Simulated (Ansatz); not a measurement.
## Strength of the O–C bond: C3H6F2O → C2H5O + CHF2

Species: C3H6F2O `CCOC(F)F`, singlet; C2H5O (ethoxy radical) `CC[O]`, doublet; CHF2 (difluoromethyl radical) `F[CH]F`, doublet. 

Shapes, held fixed at every level: PBE0-D4/def2-TZVP. Flexible molecules stand in one conformer, not always the lowest. Programs: Ansatz 0.2.0. The zero-point and thermal change to 298 K, harmonic and unscaled (PBE0-D4/def2-TZVP), is -22.3 kJ/mol.

```csv
level,kind,ΔH(298 K) (kJ/mol),less CCSD(T)/CBS estimate,CPU time (sum over the molecules)
PBE-D4/def2-TZVPP,GGA,+390.9,-34.2,27 s
B3LYP-D4/def2-TZVPP,global hybrid,+382.5,-42.6,50 s
PBE0-D4/def2-TZVPP,global hybrid,+394.2,-30.9,40 s
r2SCAN0-D4/def2-TZVPP,global hybrid,+379.4,-45.7,66 s
wB97M-V/def2-TZVPP,range-separated hybrid,+414.0,-11.1,2.1 min
MP2/def2-SVP,perturbation theory,+444.3,+19.2,–
CCSD/def2-TZVPP,coupled cluster or CI,+402.8,-22.3,–
CCSD(T)/CBS estimate,coupled cluster or CI,+425.1,0.0,34 min
```

The highest level, CCSD(T)/CBS estimate, gives ΔH(298 K) = +425.1 kJ/mol; the levels span +379.4 to +444.3. The column of differences is taken from that level and isn't an error. No measured value is set beside it here. Open shells run unrestricted unless RO is named. The CBS estimate extrapolates MP2 from def2-TZVPP and def2-QZVPP and adds CCSD(T) − MP2 in the triple-zeta set, cores frozen. Times are processor times on shared x86 and Arm servers, and rough.
